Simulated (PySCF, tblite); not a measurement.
**C5H6Cl radical: geometry, infrared bands and EPR parameters**

What infrared bands and EPR parameters should C5H6Cl radical (`C#CC[CH]CCl`) show?

Computed with tblite 0.8.0 and PySCF 2.14.0, with density-fitted response routines of our own, on a single molecule in the gas phase. Atoms are numbered from 0 throughout.

**1. The molecule as given**

12 atoms, charge 0, multiplicity 2; geometry from: force field or distance geometry start.

Bonds of the start (Å): C0–C1 1.22, C1–C2 1.45, C2–C3 1.49, C3–C4 1.48, C4–Cl5 1.78, C0–H6 1.05, C2–H7 1.12, C2–H8 1.13, C3–H9 1.06, C4–H10 1.13, C4–H11 1.12.

**2. Optimising the geometry with GFN2-xTB**

What the job is given:

```
{"job": {"kind": "relax", "xc": "GFN2-xTB", "basis": "xTB"}, "charge": 0, "multiplicity": 2}
C      2.392400    -0.653200     0.333300
C      1.475400     0.120600     0.086700
C      0.404000     1.064000    -0.186100
C     -0.754400     0.311600    -0.741900
C     -1.346400    -0.741800     0.115500
Cl    -2.674700    -0.182600     1.165600
H      3.164600    -1.332200     0.538700
H      0.834300     1.818600    -0.895600
H      0.167600     1.562900     0.795600
H     -1.337100     0.758000    -1.513500
H     -1.757000    -1.575200    -0.526800
H     -0.567500    -1.151300     0.802500
```

Launch:

```sh
$ OMP_NUM_THREADS=1 python probes_run.py task.json out
```

This one command runs all jobs of the session in turn.

**Question.** This job is followed by: GFN2-xTB harmonic vibrations, gas phase; UKS B3LYP, pcH-1 on C Cl H, non-relativistic, mean-field spin-orbit, GIAO. Predict these results of the whole session: strongest single infrared mode (GFN2-xTB); zero-point energy (GFN2-xTB); g(iso) (B3LYP); ⟨S²⟩; largest a(iso) (averaged by class); potential on the surface of density 0.002 e/bohr³, 1st and 99th percentile.

**Answer**, as computed:

| quantity | value |
| --- | --- |
| strongest single infrared mode (GFN2-xTB) | 601 cm⁻¹, 26 km/mol |
| zero-point energy (GFN2-xTB) | 54.8 kcal/mol |
| g(iso) (B3LYP) | 2.00384 |
| ⟨S²⟩ | 0.756 (exact 0.75) |
| largest a(iso) (averaged by class) | 13C on C3, 88.4 MHz |
| potential on the surface of density 0.002 e/bohr³, 1st and 99th percentile | -0.86 V and 1.40 V |

What this shows: Over 45 steps the energy fell by 0.235 eV; of the close pairs, C4–Cl5 changed most, 1.783 to 1.914 Å. The lowest mode is slightly imaginary (13i cm⁻¹), a soft motion within the noise of the Hessian, so the minimum is not strictly shown. The strongest single mode, at 601 cm⁻¹, is carried by C3, H9, H6. Unscaled tight-binding wavenumbers are off by several per cent, some by more. Its intensities can rank the bands wrongly. C3 carries the largest spin population, 0.92 e. The isotropic g lies 1.5 ppt above the free-electron value. These values are for one conformer; the search (at its own cheap level) found 2 more, at 0.13, 0.17 kcal/mol, and measured spectra average over such forms.
